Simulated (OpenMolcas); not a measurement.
**One shape, several levels: doublet [SO3]−**

Aim: a comparison of 6 runs (UHF/3-21G, UB3LYP/6-31G*, U-r2SCAN/6-311+G**, UBHLYP/6-311+G**, USVWN5/6-311+G**, ROMP2/6-311+G**) of doublet [SO3]−. 

The calculation is run with OpenMolcas 26.06.

### 1 Starting point

[SO3]−: 4 atoms, total charge -1, spin state doublet. As SMILES of the parent species, `O=S(=O)=O`. The shape is that of a PBE0-D4/def2-TZVP optimisation. That shape belongs to the parent species and isn't relaxed for this state.

Bond lengths: O1–S2 1.419 Å, S2–O3 1.419 Å, S2–O4 1.419 Å. Angles: O1–S2–O3 120.0°, O1–S2–O4 120.0°, O3–S2–O4 120.0°.

### 2 A single-point energy at UHF/3-21G (run 1)

mol.xyz reads:

```xyz
4

O     -1.121570    -0.684610     0.536720
S      0.000010    -0.000030    -0.000040
O      1.308940    -0.327680     0.440460
O     -0.187380     1.012320    -0.977150
```

run.input reads:

```
>>> EXPORT MOLCAS_PRINT=2

&gateway
 baslib
 $CurrDir
 coord
 mol.xyz
 basis
 3-21G
 group
 NoSym

&seward

&scf
 uhf
 charge
 -1
 spin
 2
 thresholds
 1e-10 1e-07 1e-07 1e-05
 prorbitals
 1 2
```

The basis set 3-21G is read from a file made from the Basis Set Exchange's data (not shown).

Started as:

```sh
export MOLCAS_MEM=1860
pymolcas run.input > run.log
```

Standard output:

```text
--- Start Module: gateway ---
[...]
--- Stop Module: gateway /rc=_RC_ALL_IS_WELL_ ---
--- Start Module: seward ---
[...]
      Basis functions           40
--- Stop Module: seward /rc=_RC_ALL_IS_WELL_ ---
--- Start Module: scf ---
[...]
       Convergence after  17 Iterations
[...]
::    Total SCF energy                               -618.5629861296
[...]
      Total spin, S                                     0.5053077338
[...]
      Total electronic charge=   41.000000
      Total            charge=   -1.000000
[...]
      Dipole Moment (debye):
      Origin of the operator (angstrom)=    0.0000   -0.0000   -0.0000
                   X=  4.8831E-05               Y=  3.9532E-04               Z=  3.3861E-04           Total=  5.2280E-04
      Center of Charge (angstrom)
[...]
--- Stop Module: scf /rc=_RC_ALL_IS_WELL_ ---
[...]
```

It took 2.2 s on 1 thread of Arm Neoverse V1, shared host; peak memory 0.37 GiB.

### 3 The energy at UB3LYP/6-31G(d) (Cartesian functions) (run 2)

calc.input reads:

```
&GATEWAY
 BasLib=$CurrDir
 Coord
 4
 angstrom
 O       -1.121570      -0.684610       0.536720
 S        0.000010      -0.000030      -0.000040
 O        1.308940      -0.327680       0.440460
 O       -0.187380       1.012320      -0.977150
 Basis=6-31Gs
 Group=NoSym

&SEWARD
 GridInput
 Grid=UltraFine
 End of Grid

&SCF
 UHF
 Charge=-1
 Spin=2
 KSDFT=B3LYP
 Thresholds=1e-10 1e-07 1e-07 1e-05
 PrOrbitals=0
```

The basis set 6-31G* is read from a file made from the Basis Set Exchange's data (not shown).

Started as:

```sh
export MOLCAS_MEM=1860
pymolcas calc.input > calc.log
```

Standard output:

```text
--- Start Module: gateway ---
[...]
--- Stop Module: gateway /rc=_RC_ALL_IS_WELL_ ---
--- Start Module: seward ---
[...]
      Basis functions           64
--- Stop Module: seward /rc=_RC_ALL_IS_WELL_ ---
[...]
--- Start Module: scf ---
[...]
       Convergence after  22 Iterations
[...]
::    Total KS-DFT energy                            -623.7359230258
[...]
      Total spin, S                                     0.5026451641
[...]
      Total electronic charge=   41.000000
      Total            charge=   -1.000000
[...]
      Dipole Moment (debye):
      Origin of the operator (angstrom)=    0.0000   -0.0000   -0.0000
                   X= -1.5190E-04               Y=  2.0309E-03               Z=  2.1313E-03           Total=  2.9479E-03
      Center of Charge (angstrom)
[...]
--- Stop Module: scf /rc=_RC_ALL_IS_WELL_ ---
[...]
```

Run time: 26 s. Hardware: 1 thread of Arm Neoverse V1, shared host; peak memory 0.4 GiB.

Runs 3 to 5 aren't shown in full; the table further down has their settings and results.

### 4 The energy at ROMP2/6-311+G(d,p) (run 6)

test.inp reads:

```
* O3S ROMP2
>>> EXPORT MOLCAS_PRINT=2

&GATEWAY
 BASLIB
 $CurrDir
 COORD
 4
 angstrom
 O       -1.121570      -0.684610       0.536720
 S        0.000010      -0.000030      -0.000040
 O        1.308940      -0.327680       0.440460
 O       -0.187380       1.012320      -0.977150
 BASIS
 6-311pGss
 GROUP
 NoSym

&SEWARD

&SCF
 UHF
 CHARGE
 -1
 SPIN
 2
 THRESHOLDS
 1e-10 1e-07 1e-07 1e-05
 PRORBITALS
 1 2

&RASSCF
 FILEORB
 $Project.UnaOrb
 SPIN
 2
 NACTEL
 1 0 0
 INACTIVE
 20
 RAS2
 1
 OUTORBITALS
 Canonical
 ORBLISTING
 Nothing

&CASPT2
 IPEA
 0.0
 FROZEN
 8
```

The basis set 6-311+G** is read from a file made from the Basis Set Exchange's data (not shown).

Started as:

```sh
export MOLCAS_MEM=1860
pymolcas test.inp > test.log
```

Standard output:

```text
--- Start Module: gateway ---
[...]
--- Stop Module: gateway /rc=_RC_ALL_IS_WELL_ ---
[...]
      Basis functions           96
[...]
       Convergence after  33 Iterations
[...]
::    Total SCF energy                               -622.0590420990
[...]
      Total spin, S                                     0.5044154461
[...]
--- Start Module: rasscf ---
[...]
      Number of active orbitals                  1
[...]
      Spin quantum number                      0.5
[...]
      Active orbitals                            1
[...]
      Number of CSFs                             1
[...]
      Number of root(s) required                 1
[...]
      Convergence after 12 iterations
[...]
      printout of CI-coefficients larger than  0.05 for root  1
      energy=    -622.055684
      conf/sym  1     Coeff  Weight
             1  u   1.00000 1.00000
      Natural orbitals and occupation numbers for root  1
      sym 1:   1.000000
      ************************************************************************************************************************
      *                                                    Final results                                                     *
[...]
::    RASSCF root number  1 Total energy:   -622.05568367
[...]
      Total electronic charge=   41.000000
      Total            charge=   -1.000000
[...]
      Dipole Moment (debye):
      Origin of the operator (angstrom)=    0.0000   -0.0000   -0.0000
                   X= -6.4504E-02               Y=  6.1497E-01               Z=  6.4944E-01           Total=  8.9673E-01
      Center of Charge (angstrom)
[...]
--- Stop Module: rasscf /rc=_RC_ALL_IS_WELL_ ---
[...]
--- Start Module: caspt2 ---
[...]
 ###    WARNING: User changed nr of frozen orbitals.                         ###
 ###############################################################################
[...]
      E2 (Variational):          -0.7533295100
      Total energy:            -622.8090131799
[...]
      Reference weight:           0.81779
[...]
::    CASPT2 Root  1     Total energy:   -622.80901318
[...]
--- Stop Module: caspt2 /rc=_RC_ALL_IS_WELL_ ---
[...]
```

Run time: 25 s. Hardware: 1 thread of Arm Neoverse V1, shared host; peak memory 0.53 GiB.

### 5 Overview of the runs

```tsv
run	level	Cartesian functions	integration grid	energy (Eh)	HOMO energy (eV)	LUMO energy (eV)	⟨S²⟩	wall time
1	UHF/3-21G	no	–	-618.562986	-0.88	10.41	0.761	2.2 s
2	UB3LYP/6-31G* (Cartesian functions)	yes	UltraFine	-623.735923	3.35	5.19	0.755	26 s
3	U-r2SCAN/6-311+G**	no	UltraFine	-623.744615	1.93	2.68	0.756	62 s
4	UBHLYP/6-311+G**	no	UltraFine	-623.729591	0.63	4.03	0.756	47 s
5	USVWN5/6-311+G**	no	UltraFine	-620.961956	1.88	2.40	0.751	25 s
6	ROMP2/6-311+G**	no	–	-622.809013	–	–	–	25 s
```

### 6 Results

```
           quantity          value
run 6: total energy  -622.80901 Eh
```

In words: Totals of different functionals can't be ranked against each other. In runs 2, 3, 4, 5 the HOMO lies above zero, so the outermost electron may be held by the basis alone. All runs together took 3.1 min, the longest 62 s.
